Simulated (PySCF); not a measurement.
Cyclobutadiene, C4H4.
Atom-mapped SMILES: `[CH:1]1=[CH:2][CH:3]=[CH:4]1` (hydrogens: H5 on C1; H6 on C2; H7 on C3; H8 on C4)

The same species was optimised twice, with GFN2-xTB and with PBE0-D3(BJ)/def2-SVP (PySCF), and the same property calculations (PySCF, gas phase) were run on both structures.

```tsv
coordinate	GFN2-xTB	PBE0-D3(BJ)/def2-SVP	change
C4–H8 (Å)	1.072	1.091	+0.019
C3–H7 (Å)	1.072	1.091	+0.019
C2–H6 (Å)	1.072	1.091	+0.019
C1–H5 (Å)	1.072	1.091	+0.019
C1=C2 (Å)	1.552	1.568	+0.016
C3=C4 (Å)	1.552	1.568	+0.016
C1–C4 (Å)	1.326	1.336	+0.010
C2–C3 (Å)	1.326	1.336	+0.010
C1–C2–H6 (°)	133.7	134.9	+1.2
C3–C2–H6 (°)	136.3	135.1	-1.2
C2–C3–H7 (°)	136.3	135.1	-1.2
C3–C4–H8 (°)	133.7	134.9	+1.2
C2–C1–H5 (°)	133.7	134.9	+1.2
C1–C4–H8 (°)	136.3	135.1	-1.2
C4–C3–H7 (°)	133.7	134.9	+1.2
C4–C1–H5 (°)	136.3	135.1	-1.2
```

Rotational constants: A = 17167, B = 13232, C = 7472 MHz (GFN2-xTB) against A = 16965, B = 12885, C = 7323 MHz (PBE0-D3(BJ)/def2-SVP). Point groups within 0.08 Å: D2h and D2h. Atoms that the bonding makes alike are paired by their places after alignment.

On the GFN2-xTB structure: HOMO (eV) -5.56 [PBE0/pcSseg-1]; LUMO (eV) -1.63 [PBE0/pcSseg-1]; GIAO shielding of C1/C2/C3/C4 (mean) (ppm) 40.3 [PBE0/pcSseg-1].

Problem. What do these properties become on the PBE0-D3(BJ)/def2-SVP structure?

Solution. 
| property | level | on GFN2-xTB | on PBE0-D3(BJ)/def2-SVP | change |
| --- | --- | --- | --- | --- |
| HOMO (eV) | PBE0/pcSseg-1 | -5.56 | -5.59 | -0.03 |
| LUMO (eV) | PBE0/pcSseg-1 | -1.63 | -1.65 | -0.02 |
| energy, GFN2-xTB geometry as zero (kcal/mol) | PBE0/pcSseg-1 | 0.0 | -0.4 | -0.4 |
| GIAO shielding of C1/C2/C3/C4 (mean) (ppm) | PBE0/pcSseg-1 | 40.3 | 36.5 | -3.8 |

The heavy atoms differ by 0.009 Å rms after alignment. Among all bonds C1–H5, C2–H6, C3–H7 and C4–H8 change most and about equally (+0.019 Å). Changes are differences of the printed values. Neither structure is proved a minimum here.
